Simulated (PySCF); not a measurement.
# One molecule, many functionals

Compound: hexatriene, C6H8.
SMILES: `C(/C=C)=C\C=C`

Linear-response calculations in the def2-SVPD basis (PySCF; singlets by full response, triplets Tamm–Dancoff, core orbitals frozen in the response; HF means time-dependent Hartree–Fock). 'Strongest' is the level of largest summed f among the singlets computed (10 roots, of which the last may lack a degenerate partner); it can jump between rows when another state enters that window. S1 is the lowest singlet of each run and needn't be the same state throughout; f(S1) is that of one state. Geometry: PBE0-D3(BJ)/def2-SVP, one conformer, isolated molecule.

```tsv
functional	kind	S1 (eV)	f(S1)	strongest (eV)	T1 (eV)	HOMO (eV)	gap (eV)	ionisation energy, ΔSCF (eV)
LDA	LDA	4.53	0.984	4.53	2.61	-5.60	3.03	8.27
PBE	GGA	4.54	0.987	4.54	2.46	-5.40	3.06	8.01
B3LYP	global hybrid, 20% exact exchange	4.70	1.072	4.70	2.48	-6.08	4.41	8.02
PBE0	global hybrid, 25% exact exchange	4.78	1.089	4.78	2.43	-6.27	4.78	8.02
BHandHLYP	global hybrid, 50% exact exchange	4.94	1.187	4.94	2.43	-6.99	6.53	7.85
HF	Hartree–Fock	5.17	1.362	5.17	2.11	-8.06	10.19	not settled
```

S1 runs from 4.53 eV (LDA) to 5.17 eV (HF), a spread of 0.64 eV, while the orbital gap spreads over 7.2 eV. Along PBE (0%), B3LYP (20%), PBE0 (25%), BHandHLYP (50%), HF (100%) S1 rises with the share of exact exchange. −ε(HOMO) comes closest to its own ΔSCF ionisation energy with BHandHLYP (-0.86 eV) and misses most with LDA (-2.66 eV). The lowest singlet of a reference set is 1Bu(π→π*) at 5.34 eV (computed, theoretical best estimate (aug-cc-pVTZ), revised with CC4, gas; Loos, Lipparini, Matthews, Blondel, Jacquemin, revising reference values with EOM-CC4 (2022), arXiv:2204.11658). The lowest computed singlet differs from it by HF -0.17, BHandHLYP -0.40, PBE0 -0.56, B3LYP -0.64, PBE -0.80, LDA -0.81 eV; geometry and basis of the reference needn't be the same. The lowest triplet of a reference set is 3Bu(π→π*) at 2.73 eV (computed, theoretical best estimate (aug-cc-pVTZ, frozen core, CC3 geometry), gas; Veril, Scemama, Caffarel, Lipparini, Boggio-Pasqua, Jacquemin, Loos, WIREs Comput. Mol. Sci. 2021, 11, e1517 (QUESTDB)). The lowest computed triplet differs from it by LDA -0.12, B3LYP -0.25, PBE -0.27, BHandHLYP -0.30, PBE0 -0.30, HF -0.62 eV; geometry and basis of the reference needn't be the same. 'Not settled' means that the ion's SCF failed to converge or may have ended in another state than the lowest.
